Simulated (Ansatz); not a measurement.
Reaction: CH4S (methanethiol, SMILES CS) → CH3S (SMILES [S]C, doublet) + H (doublet) (the H-S bond breaks)
Each species at its own B3LYP-D3(BJ)/def2-TZVP minimum (Ansatz, a first-principles code).

Quantity: bond dissociation energy (electronic), in kJ/mol. UHF or UKS for unpaired electrons; spin-orbit terms are left out. CBS(X,Y): correlation extrapolated as X^-3, Hartree-Fock from the larger set (Q,5: extrapolated as (X+1)exp(-9√X)). A bracket is a step between two methods taken in the basis named. Functionals run without relativity, which enters their misses. Double hybrids freeze cores in their MP2 part. 'core' is core correlation in cc-pwCVTZ (1s frozen past Ne), 'X2C' scalar relativity in cc-pVTZ-DK, both at CCSD(T). Where a partner has so few electrons that a lower coupled-cluster level is exact, that level stands in.

CCSD(T)/CBS(cc-pV(Q+d)Z,cc-pV(5+d)Z) + [CCSDT(Q) - CCSD(T)]/cc-pV(D+d)Z + core + X2C (Ansatz) gives 386.6 kJ/mol.

Q: How far off this value is PBE/def2-TZVPD (Ansatz), in which direction, and which of these levels come nearer: r2SCAN/def2-TZVPD, B3LYP/def2-TZVPD, PBE0/def2-TZVPD, wB97M-V/def2-TZVPD, B2PLYP/def2-TZVPD, CCSD(T)/CBS(cc-pV(Q+d)Z,cc-pV(5+d)Z) + core + X2C?

A: PBE gives 371.8 kJ/mol, 14.8 kJ/mol below it. Differences of the others: r2SCAN/def2-TZVPD (Ansatz) -14.8; B3LYP/def2-TZVPD (Ansatz) -12.9; PBE0/def2-TZVPD (Ansatz) -16.0; wB97M-V/def2-TZVPD (Ansatz) -2.7; B2PLYP/def2-TZVPD (Ansatz) -14.2; CCSD(T)/CBS(cc-pV(Q+d)Z,cc-pV(5+d)Z) + core + X2C (Ansatz) -0.1 kJ/mol. Nearer than PBE: B3LYP/def2-TZVPD, wB97M-V/def2-TZVPD, B2PLYP/def2-TZVPD, CCSD(T)/CBS(cc-pV(Q+d)Z,cc-pV(5+d)Z) + core + X2C.
